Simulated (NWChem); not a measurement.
C2H3F; SMILES FC=C

```xyz
6

C     -0.2278     1.1744     0.0000
C      0.4260     0.0209     0.0000
F     -0.1908    -1.1561     0.0000
H     -1.3194     1.2040     0.0000
H      0.3315     2.1102     0.0000
H      1.5163    -0.0813     0.0000
```
Atoms are numbered in this order, from 1.

All runs: NWChem. Structure relaxed at the PBE0/def2-SVP level.

For level PBE0/3-21G:

```yaml
highest occupied level (eV): -7.36
orbital gap (eV): 8.25
dipole (D): 1.25
```

**Question.** How do the values read with level PBE0/STO-3G instead?

**Answer.** 
| Property | Result |
|---|---|
| highest occupied level (eV) | -4.82 |
| orbital gap (eV) | 8.69 |
| dipole (D) | 0.48 |
